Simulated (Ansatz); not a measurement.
Reaction: C2H6Si (ethenylsilane, SMILES C=C[SiH3]) → SiH3 (SMILES [SiH3], doublet) + C2H3 (SMILES C=[CH], doublet) (the C-Si bond breaks)
Each species at its own B3LYP-D3(BJ)/def2-TZVP minimum (Ansatz, an electronic-structure program).

Property: bond dissociation energy (electronic), in kcal/mol. UHF or UKS for unpaired electrons; spin-orbit terms are left out. CBS(X,Y): correlation extrapolated as X^-3, Hartree-Fock from the larger set. A bracket is a step between two methods taken in the basis named. Functionals run without relativity, which enters their misses. Double hybrids freeze cores in their MP2 part. 'core' is core correlation in cc-pwCVTZ (1s frozen past Ne), 'X2C' scalar relativity in cc-pVTZ-DK, both at CCSD(T). The UHF reference of C2H3 ([CH]=C, doublet) is spin-contaminated (<S^2> up to 0.19 over the pure value in the sets run).

CCSD(T)/CBS(cc-pV(T+d)Z,cc-pV(Q+d)Z) + [CCSDT(Q) - CCSD(T)]/cc-pV(D+d)Z + core + X2C (Ansatz) gives 100.7 kcal/mol.

Problem. How far off this value is PBE/def2-TZVPD (Ansatz), in which direction, and how far these levels: r2SCAN/def2-TZVPD, B3LYP/def2-TZVPD, wB97M-V/def2-TZVPD, B2PLYP/def2-TZVPD, CCSD(T)/CBS(cc-pV(T+d)Z,cc-pV(Q+d)Z) + core + X2C?

Solution. PBE gives 94.5 kcal/mol, 6.2 kcal/mol below it. Differences of the others: r2SCAN/def2-TZVPD (Ansatz) -8.6; B3LYP/def2-TZVPD (Ansatz) -7.3; wB97M-V/def2-TZVPD (Ansatz) 0.6; B2PLYP/def2-TZVPD (Ansatz) -3.8; CCSD(T)/CBS(cc-pV(T+d)Z,cc-pV(Q+d)Z) + core + X2C (Ansatz) 0.4 kcal/mol.
